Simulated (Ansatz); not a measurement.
SnSe (Pnma, No. 62) was calculated with LDA in Ansatz (plane waves, PAW).

Settings: plane-wave cutoff 520 eV, 4×8×8 k mesh (along the axes of the cell as run), Fermi–Dirac smearing 0.01 eV, scalar-relativistic PAW data made under PBE.

Cell (relaxed at this level):

Space group Pnma (No. 62); a = 11.3101 Å, b = 4.1136 Å, c = 4.3202 Å, α = 90.00°, β = 90.00°, γ = 90.00°

```json
[
 {"atom": "Sn", "site": "4c", "symmetry": ".m.", "x": "0.1171", "y": "0.7500", "z": "0.0958"},
 {"atom": "Se", "site": "4c", "symmetry": ".m.", "x": "0.1424", "y": "0.2500", "z": "0.5243"}
]
```

**Question.** Predict the band gap, Γ–Γ gap and bulk modulus B0.

**Answer.** 
- band gap: 0.44 eV (on the SCF k mesh)
- Γ–Γ gap: 1.09 eV
- bulk modulus B0: 40.8 GPa

Note: the bulk modulus is −V dP/dV from two relaxed cells at ±2 % in volume.

Spin–orbit coupling is not included.

Static lattice: no zero-point or thermal effects.

Ansatz is a quantum-chemistry and plane-wave program.
